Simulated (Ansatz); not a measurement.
# AlSiH₆ (doublet): wave-function methods side by side at distance Al1–H4 along a hydrogen transfer = 1.586 Å, cc-pVDZ

How much of the correlation energy of AlSiH₆ (doublet) does each wave-function method recover here?

Method: cc-pVDZ, core rule «outside noble gas», up to 10 orbitals frozen; program: Ansatz 0.2.0, Gaussian basis.

Plan: UHF; CCSD(T) on ROHF; CCSD(T) on UHF; BCCD(T) on ROHF; CISD; CCSDT(Q) on ROHF; CCSDT(Q) on UHF; CASSCF and MRCISD+Q, 3 electrons in 3 orbitals; CASSCF and NEVPT2, 3 electrons in 3 orbitals; CASSCF and MRCISD+Q, 9 electrons in 9 orbitals; CASSCF and NEVPT2, 9 electrons in 9 orbitals.

### Step 1. The geometry

The geometry derives from fragments relaxed apart (PBE0/def2-TZVP) and kept rigid, so it is no stationary point. A hydrogen atom is moved between rigid fragments.

8 atoms, charge 0, spin multiplicity 2.

Atoms are counted from 1 here; the program's logs count them from 0.

Bond lengths: Al1–H2 1.586 Å, Al1–H3 1.586 Å, Al1–H4 1.586 Å, Si5–H6 1.486 Å, Si5–H7 1.486 Å, Si5–H8 1.486 Å. Angles: H2–Al1–H3 120.0°, H2–Al1–H4 120.0°, H3–Al1–H4 120.0°, H6–Si5–H7 111.3°, H6–Si5–H8 111.3°, H7–Si5–H8 111.3°.

### Step 2. UHF

in.yaml reads:

```yaml
crystal:
  periodic: [false, false, false]
  atoms:
    - {symbol: Al, position_ang: [-1.993235, 0.000000, 0.000000]}
    - {symbol: H, position_ang: [-2.786159, 1.373384, 0.000000]}
    - {symbol: H, position_ang: [-2.786159, -1.373384, 0.000001]}
    - {symbol: H, position_ang: [-0.407388, 0.000000, 0.000000]}
    - {symbol: Si, position_ang: [1.878765, 0.000000, 0.000000]}
    - {symbol: H, position_ang: [2.328737, -1.416253, 0.000000]}
    - {symbol: H, position_ang: [2.328739, 0.708126, -1.226512]}
    - {symbol: H, position_ang: [2.328739, 0.708127, 1.226511]}
basis:
  gaussian: {orbitals: cc-pVDZ}
magnetization: {spin_polarized: true, initial_magnetization: 1}
hamiltonian: {xc: hf}
output: {orbitals: {seedname: orbitals}}
```

The run is started by

```sh
$ ansatz run in.yaml --threads 1 --pin off --events-out ev --progress --plain --max-ram 3968MiB --backend cpu
```

Further steps of the session: CCSD(T) on ROHF; CCSD(T) on UHF; BCCD(T) on ROHF; CISD; CCSDT(Q) on ROHF; CCSDT(Q) on UHF; CASSCF and MRCISD+Q, 3 electrons in 3 orbitals; CASSCF and NEVPT2, 3 electrons in 3 orbitals; CASSCF and MRCISD+Q, 9 electrons in 9 orbitals; CASSCF and NEVPT2, 9 electrons in 9 orbitals.

**Question.** What will the summary of the whole plan be? Wanted: UCCSDT(Q) below the RHF energy; RMP2 from UCCSDT(Q); UMP2 from UCCSDT(Q); RCCSD from UCCSDT(Q); RCCSD(T) from UCCSDT(Q); UCCSD(T) from UCCSDT(Q); RCCSDT(Q) from UCCSDT(Q); NEVPT2 frontier from UCCSDT(Q); MRCISD+Q frontier from UCCSDT(Q).

The runs gave:

| quantity | value |
| --- | --- |
| UCCSDT(Q) below the RHF energy | -6.4267 eV |
| RMP2 from UCCSDT(Q) | +1533.2 meV |
| UMP2 from UCCSDT(Q) | +1530.6 meV |
| RCCSD from UCCSDT(Q) | +141.8 meV |
| RCCSD(T) from UCCSDT(Q) | +33.2 meV |
| UCCSD(T) from UCCSDT(Q) | +33.2 meV |
| RCCSDT(Q) from UCCSDT(Q) | +0.3 meV |
| NEVPT2 frontier from UCCSDT(Q) | +1458.5 meV |
| MRCISD+Q frontier from UCCSDT(Q) | +31.2 meV |
| levels within 1 kcal/mol (43 meV) | RCCSD(T), UCCSD(T), BCCD(T), RCCSDT, UCCSDT, RCCSDT(Q), MRCISD+Q frontier |
| T1 diagnostic | 0.016 |

RCCSD(T) lands +33.2 meV from the yardstick (0.5 % of the correlation energy). Of the multireference levels listed MRCISD+Q frontier comes nearest in total energy (+31.2 meV), which doesn't show that its space is the better one. These misses are within one basis, not against nature; the frozen cores of restricted and unrestricted runs differ, which can shift their rows.
